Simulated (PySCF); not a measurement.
C₃H₇, SMILES C[CH]C, multiplicity 2.

The structure is a stationary point at PBE0-D3(BJ)/def2-TZVP. The isomer is the one that the SMILES or the coordinates give; other isomers of the formula were not compared.

Calculation: SMD-ωB97X/def2-SVP (PySCF).

Solvation free energies are E(SMD) − E(gas) at the gas-phase geometry, for 1 M in both phases. In vacuum the dipole moment is 0.24 D.

```
solvent            ΔG(solv) (kcal/mol)  its non-electrostatic (CDS) part  dipole (D)
-----------------  -------------------  --------------------------------  ----------
water                                …                                 …           …
benzene                           -2.2                              -1.8        0.28
dimethylsulfoxide                 -0.6                               0.4        0.35
```

Q: Complete the blanks. (Estimate from the structure and the level; the computed values follow.)

A: 
- water, ΔG(solv) (kcal/mol): 1.7
- water, its non-electrostatic (CDS) part: 2.7
- water, dipole (D): 0.35
